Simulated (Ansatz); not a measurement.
Isomers of CH7Si2, relaxed with PBE0-D4/def2-TZVP in Ansatz; electronic energies, one conformer each and not always the lowest. Functionals use def2-TZVPP; CBS adds triple-zeta CCSD(T) − MP2 to the MP2 limit of def2-TZVPP and def2-QZVPP.

(1) Order them by energy at frozen-core CCSD(T)/CBS, lowest first. (Estimate.)
A. `C[SiH2][SiH2]`•
B. `[SiH2]C[SiH3]`•
C. `C[SiH][SiH3]`•

(2) How do B2PLYP, r2SCAN-D4, HF/CBS(def2), B3LYP-D4 place them (kJ/mol, against `C[SiH2][SiH2]`•)? (An estimate is asked.)

Answers

(1) A (0.0 kJ/mol), C (4.6 kJ/mol), B (15.3 kJ/mol).

(2) Computed: 
```
          isomer  B2PLYP  r2SCAN-D4  HF/CBS(def2)  B3LYP-D4
`[SiH2]C[SiH3]`•    15.0       20.7           7.7      17.4
 `C[SiH][SiH3]`•     3.5        3.6           4.7       3.0
```

B3LYP here is the variant with VWN-RPA as its local correlation; programs differ in this.
